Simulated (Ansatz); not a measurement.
```yaml
crystal:
  periodic: [false, false, false]
  atoms:
    - {symbol: Ge, position_ang: [-0.697464, 0.000089, -0.000834]}
    - {symbol: Al, position_ang: [1.680006, -0.000216, 0.002009]}
    - {symbol: H, position_ang: [2.646479, 1.243288, 0.000617]}
    - {symbol: H, position_ang: [2.646153, -1.243967, 0.005712]}
basis:
  gaussian: {orbitals: def2-TZVP}
magnetization: {spin_polarized: true, initial_magnetization: 3}
hamiltonian: {xc: pbe0}
relax: {f_tol: 0.004, max_steps: 80}
```

```sh
$ ansatz run in.yaml --threads 1 --pin off --events-out ev --progress --plain --max-ram 2176MiB
```

Steps of the relaxation (energy above the last step; positions in Å, forces in eV/Å):

```
4
step 1, 201.9 meV
Ge   -0.697    0.000   -0.001   -0.506    0.000   -0.001
Al    1.680    0.000    0.002    1.200    0.000    0.001
H     2.646    1.243    0.001   -0.347    0.585   -0.002
H     2.646   -1.244    0.006   -0.347   -0.585    0.001
```

```
4
step 2, 10.8 meV
Ge   -0.637    0.000   -0.001   -0.149    0.000    0.000
Al    1.799    0.000    0.002    0.515    0.000    0.001
H     2.557    1.417    0.000   -0.183   -0.238    0.000
H     2.556   -1.417    0.006   -0.183    0.238   -0.001
```

```
4
step 3, 5.5 meV
Ge   -0.633    0.000   -0.001    0.065    0.000    0.000
Al    1.838    0.000    0.002   -0.323    0.000    0.000
H     2.535    1.399    0.000    0.129    0.227    0.000
H     2.535   -1.400    0.006    0.129   -0.227    0.001
```

```
4
step 5, 0.0 meV
Ge   -0.634    0.000   -0.001   -0.001    0.000    0.000
Al    1.826    0.000    0.002    0.001    0.000    0.000
H     2.542    1.411    0.000    0.000    0.000    0.000
H     2.542   -1.412    0.006    0.000    0.000    0.000
```

Close pairs at the end: Al2–H4 1.583 Å, Al2–H3 1.583 Å, Ge1–Al2 2.460 Å.

A stationary point of unrestricted PBE0 after 5 steps, with ⟨S²⟩ = 3.752 against 3.75 for a pure state; no frequencies were run, so it isn't proven a minimum. 22 s on 1 thread of Arm Neoverse V2, shared host.
